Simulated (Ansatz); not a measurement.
Input for Ansatz (development build ahead of 0.2.0):

```yaml
crystal:
  periodic: [false, false, false]
  atoms:
    - { symbol: H, position_ang: [-0.04012, -0.0069, -1.59712] }
    - { symbol: C, position_ang: [-0.03241, -0.00411, -0.55279] }
    - { symbol: O, position_ang: [-0.03379, -0.03223, 0.60735] }
basis:
  gaussian: { orbitals: "6-31G" }
total_charge: 1
hamiltonian:
  xc: hf
correlation:
  method: mp2
  frozen_orbitals: { C: 1, H: 0, O: 1 }
```

The input is written out in the form of the current development build from the run's settings.

Results

```
Converged                       : yes
Reference energy                : -112.88212 hartree
Correlation energy              : -0.24281 hartree
Total energy                    : -113.12493 hartree
Spin squared of the determinant : 0.000
```
